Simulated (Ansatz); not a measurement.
# triplet CH4Si: levels of theory compared

Aim: a comparison of 5 runs (UHF/STO-3G, U-wB97M-V/def2-TZVP, U-wB97X/def2-TZVP, UPBE0/def2-TZVP, UBCCD(T)/def2-TZVP) of triplet CH4Si. 

The calculation is run with Ansatz 0.2.0.

44 further runs of the same task are left out: 44 set aside as unsound or not needed.

## 1. Starting point

CH4Si: 6 atoms, total charge 0, spin state triplet. SMILES of the parent species: `C[SiH]`. Geometry: relaxed at PBE0-D4/def2-TZVP. That shape belongs to the parent species and isn't relaxed for this state.

Bond lengths: C1–Si2 1.892 Å, C1–H3 1.098 Å, C1–H4 1.091 Å, C1–H5 1.098 Å, Si2–H6 1.531 Å. Angles: C1–Si2–H6 94.2°, Si2–C1–H3 109.7°, Si2–C1–H4 113.8°, Si2–C1–H5 109.5°, H3–C1–H4 109.0°, H3–C1–H5 105.5°, H4–C1–H5 109.0°.

## 2. A single-point energy at UHF/STO-3G (run 1)

The input, input.yaml:

```yaml
crystal:
  periodic: [false, false, false]
  atoms:
    - {symbol: C, position_ang: [-0.093500, -0.366000, -0.370300]}
    - {symbol: Si, position_ang: [0.917300, 0.209800, 1.122300]}
    - {symbol: H, position_ang: [-1.156900, -0.410100, -0.102200]}
    - {symbol: H, position_ang: [0.215000, -1.335600, -0.763000]}
    - {symbol: H, position_ang: [-0.024000, 0.382000, -1.170800]}
    - {symbol: H, position_ang: [0.142200, 1.520000, 1.284000]}
basis:
  gaussian:
    orbitals: STO-3G
magnetization:
  spin_polarized: true
  initial_magnetization: 2
hamiltonian:
  xc: hf
accuracy: high
output: {orbitals: {seedname: orbitals}}
```

On the command line:

```
$ ansatz run input.yaml --threads 1 --pin off --max-ram 3480MiB --events-out events.jsonl --progress --plain --runs-dir runs
```

The log of the run:

```text
Warning: RAYON_NUM_THREADS=1 ignored (pool sized by the plan → 1); use --threads N
Functional definition: HF
  name "HF"
  exchange = exact_x
  correlation = 0
311 factors; integrals over basis functions are off by at most 1.2e-8 eV
mean field evaluation 1: about -8848.7387 eV, gradient 6.7e0 eV
mean field evaluation 2: about -8848.7989 eV, gradient 6.6e0 eV
mean field evaluation 4: about -8849.5593 eV, gradient 1.1e0 eV
mean field evaluation 8: about -8849.6040 eV, gradient 1.2e-4 eV
mean field -8849.60323358 eV, -325.2169203574 hartree, gradient 2.7e-8 eV, S^2 2.001993; 0 other end points of the search recorded, 0 dependent functions left out
reference -8849.60323358 eV, -325.2169203574 hartree; 13, 11 occupied and 5, 7 virtual orbitals, 311 factors
Total energy: -8849.60323358 eV, -325.2169203574 hartree
```

Run time: 0.1 s. Hardware: 1 thread of Arm Neoverse V2, shared host.

## 3. A single-point energy at U-wB97M-V/def2-TZVP (run 2)

The input, input.yaml:

```yaml
crystal:
  periodic: [false, false, false]
  atoms:
    - symbol: C
      position_ang: [-0.093500, -0.366000, -0.370300]
    - symbol: Si
      position_ang: [0.917300, 0.209800, 1.122300]
    - symbol: H
      position_ang: [-1.156900, -0.410100, -0.102200]
    - symbol: H
      position_ang: [0.215000, -1.335600, -0.763000]
    - symbol: H
      position_ang: [-0.024000, 0.382000, -1.170800]
    - symbol: H
      position_ang: [0.142200, 1.520000, 1.284000]
basis:
  gaussian: {orbitals: def2-TZVP}
magnetization: {spin_polarized: true, initial_magnetization: 2}
hamiltonian: {xc: {name: wB97M-V}}
accuracy: high
output: {orbitals: {seedname: orbitals}}
```

On the command line:

```
$ ansatz run input.yaml --threads 1 --pin off --max-ram 3480MiB --events-out events.jsonl --progress --plain --runs-dir runs
```

The log of the run, shortened:

```text
Warning: RAYON_NUM_THREADS=1 ignored (pool sized by the plan → 1); use --threads N
Functional definition: wB97M-V
  name "wB97M-V"
[...]
  gx(w, u) = 1 - cx + cx01*u + cx10*w
  gss(w, u) = css00 + css04*u^4 + css10*w + css20*w^2 + css43*w^4*u^3
  gos(w, u) = cos00 + cos10*w + (cos20 + cos21*u)*w^2 + (cos60 + cos61*u)*w^6
[...]
      + integral(e_c_pw_mod_opposite_spin*gos(b97_w_opposite, b97_u_opposite)) + vv10(b, c)
1657 factors; integrals over basis functions are off by at most 3.7e-9 eV
308 factors; integrals over basis functions are off by at most 2.3e-9 eV
[...]
mean field -8975.76001447 eV, -329.8530965431 hartree, gradient 8.3e-8 eV, S^2 2.001277; 0 other end points of the search recorded, 0 dependent functions left out
reference -8975.76001829 eV, -329.8530966834 hartree; 13, 11 occupied and 79, 81 virtual orbitals, 1657 factors
Total energy: -8975.76001829 eV, -329.8530966834 hartree
```

Run time: 56 s. Hardware: 1 thread of Arm Neoverse V2, shared host; peak memory 0.69 GiB.

Runs 3 to 4 aren't shown in full; the table further down has their settings and results.

## 4. The energy at UBCCD(T)/def2-TZVP (run 5)

The input, in.yaml:

```yaml
crystal:
  periodic: [false, false, false]
  atoms:
    - {symbol: C, position_ang: [-0.093500, -0.366000, -0.370300]}
    - {symbol: Si, position_ang: [0.917300, 0.209800, 1.122300]}
    - {symbol: H, position_ang: [-1.156900, -0.410100, -0.102200]}
    - {symbol: H, position_ang: [0.215000, -1.335600, -0.763000]}
    - {symbol: H, position_ang: [-0.024000, 0.382000, -1.170800]}
    - {symbol: H, position_ang: [0.142200, 1.520000, 1.284000]}
basis:
  gaussian:
    orbitals: def2-TZVP
correlation:
  method: bccd_t
  frozen_orbitals: {C: 1, H: 0, Si: 5}
accuracy: high
scf:
  omitted_lower_state_checks: [cluster_reference, increment]
magnetization:
  spin_polarized: true
  initial_magnetization: 2
```

On the command line:

```
$ ansatz run in.yaml --threads 1 --pin off --max-ram 3480MiB --events-out events.jsonl --progress --plain --runs-dir runs
```

The log of the run, shortened:

```text
Warning: RAYON_NUM_THREADS=1 ignored (pool sized by the plan → 1); use --threads N
[... 2 set-up lines as earlier in the session ...]
[...]
1657 factors; integrals over basis functions are off by at most 3.7e-9 eV
[...]
mean field -8954.28017157 eV, -329.0637268761 hartree, gradient 2.0e-8 eV, S^2 2.004787; 0 other end points of the search recorded, 0 dependent functions left out
6 core orbitals not correlated: weight in the atoms' cores, before any rotation towards them, 1.000 or more for the frozen orbitals, at most 0.000 for the correlated occupied ones
reference -8954.28017157 eV, -329.0637268761 hartree; 7, 5 occupied and 79, 81 virtual orbitals, 1657 factors
second order -6.90492875 eV of doubles, -0.00000000 eV of singles
cycle   1  -7.52812035 eV  change   -6.2e-1 eV  update   6.7e-2
[...]
cycle  24  -7.80489557 eV  change   4.5e-10 eV  update  8.7e-10
perturbative correction -0.29712463 eV, -0.0109191287 hartree
Total energy: -8962.38219177 eV, -329.3614706265 hartree
Checks for a lower state left out: cluster_reference, increment
```

Wall time 30 s (1 thread of Arm Neoverse V2, shared host); peak memory 1.4 GiB.

## 5. Overview of the runs

```csv
run,level,frozen core orbitals,energy (Eh),HOMO energy (eV),LUMO energy (eV),⟨S²⟩,wall time
1,UHF/STO-3G,–,-325.216920,-4.91,4.85,2.002,0.1 s
2,U-wB97M-V/def2-TZVP,–,-329.853097,-6.83,-1.82,2.001,56 s
3,U-wB97X/def2-TZVP,–,-329.890353,-7.26,-2.25,2.003,32 s
4,UPBE0/def2-TZVP,–,-329.741148,-5.18,-3.58,2.003,9.3 s
5,UBCCD(T)/def2-TZVP,6,-329.361471,–,–,2.005,30 s
```

## 6. Summary of results

| quantity | value |
| --- | --- |
| run 5: total energy | -329.36147 Eh |
| run 5: correlation energy (6 core orbitals frozen) | -297.7 mEh |
| run 5: (T) correction | -10.92 mEh |
| run 5: ⟨S²⟩ of the reference determinant | 2.005 |

What this shows: Totals of different functionals can't be ranked against each other. In run 1 the basis is minimal, so the values are rough. All runs together took 2.1 min, the longest 56 s.
